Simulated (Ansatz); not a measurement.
Geometry optimisation, UKS B3LYP-D4/def2-mTZVP in Ansatz.

Input file:

```yaml
crystal:
  periodic: [false, false, false]
  atoms:
    - { symbol: O, position_ang: [0.0206, -0.7795, 0.8796] }
    - { symbol: Al, position_ang: [0.3367, 0.8043, -0.057] }
    - { symbol: H, position_ang: [0.3244, -1.4545, 0.2955] }
    - { symbol: H, position_ang: [-0.6261, 1.3695, -1.1383] }
magnetization:
  spin_polarized: true
  initial_magnetization: 1
basis:
  gaussian: { orbitals: def2-mTZVP }
hamiltonian:
  xc: b3lyp
  dispersion: d4
relax:
  f_tol: 0.015
  max_steps: 40
```

Run as:

```bash
$ ansatz run input.yaml --threads 1 --pin off --max-ram 2048MiB --backend cpu --events-out ev --progress --plain --runs-dir out
```

Q: Where does it end, and by what steps?

A: The run converged. After 10 steps the energy has fallen by 0.441 eV; O1 moved furthest, 0.40 Å.

```
step  energy less start (eV)  largest force component (eV/Å)  accepted
   0                  0.0000                           3.044       yes
   1                 -0.1954                           1.371       yes
   2                 -0.2939                           1.178       yes
   3                 -0.3209                           0.442       yes
   4                 -0.3300                           1.867       yes
   5                 -0.4108                           0.845       yes
   6                 -0.4346                           0.454       yes
   7                 -0.4401                           0.107       yes
   8                 -0.4406                           0.102       yes
   9                 -0.4413                           0.022       yes
  10                 -0.4413                           0.001       yes
```

```xyz
4
Properties=species:S:1:pos:R:3
O 0.380 -0.696 0.733
Al 0.207 0.918 0.188
H 0.041 -1.465 0.261
H -0.572 1.183 -1.201
```

Time of the run: 16 s on 1 CPU thread of a shared host.
